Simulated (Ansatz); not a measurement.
`FCC(F)Cl` → `FC(F)Cl` + `[CH2]` (triplet) at 700 K and 1 bar (formal loss of a carbene).

Program: Ansatz. Geometries: PBE0-D4/def2-TZVP. ΔE: electronic, gas phase. CBS: MP2 limit from def2 TZ/QZ plus the TZ coupled-cluster correction, frozen cores. This one scheme is used for every species. Triplets are unrestricted, without spin–orbit coupling. Each species was taken in one conformer, which may not be the lowest.

```json
{"species": "`FCC(F)Cl`", "CCSD(T)/CBS energy (Eh)": "-737.25651", "H − E (kJ/mol)": "194.9", "S (J/(mol·K))": "399.1"}
{"species": "`FC(F)Cl`", "CCSD(T)/CBS energy (Eh)": "-698.00348", "H − E (kJ/mol)": "102.9", "S (J/(mol·K))": "340.3"}
{"species": "`[CH2]` (triplet)", "CCSD(T)/CBS energy (Eh)": "-39.09499", "H − E (kJ/mol)": "70.4", "S (J/(mol·K))": "226.8"}
```

H − E and S are ideal-gas, rigid-rotor, harmonic terms from PBE0-D4/def2-TZVP, for one conformer and one mirror image of each species, with the whole ground term of open shells counted as degenerate. 1 Eh = 2625.50 kJ/mol, R = 8.31446 J/(mol·K).

**Question.** By hand: ΔE, ΔH, ΔS and ΔG.

**Answer.** ΔE = (-698.00348) + (-39.09499) − (-737.25651) = 0.15804 Eh = 414.9 kJ/mol. Δ(H − E) = 102.9 + 70.4 − 194.9 = -21.6, so ΔH = 393.3 kJ/mol. ΔS = 340.3 + 226.8 − 399.1 = 168.0 J/(mol·K). ΔG = 393.3 − 700 × (168.0)/1000 = 275.7 kJ/mol.

**Question.** By hand: the equilibrium constant, and the temperature at which ΔG would vanish if ΔH and ΔS stayed fixed.

**Answer.** log₁₀ K = −ΔG/(RT ln 10) = -20.6. ΔG = 0 at ΔH/ΔS = 2341 K.

The number of gas molecules changes by +1, which sets the sign of ΔS. A doubt of 5 kJ/mol in ΔE shifts log₁₀ K by 0.4 here. Other conformers and mirror images would add mixing entropy, several J/(mol·K) or more a flexible species. A triplet takes part, so the spin changes. These are equilibria of isolated gas molecules and say nothing of rates. Largest T1 diagnostic: 0.011 (customary marks: 0.02 for closed shells, 0.045 for open ones).
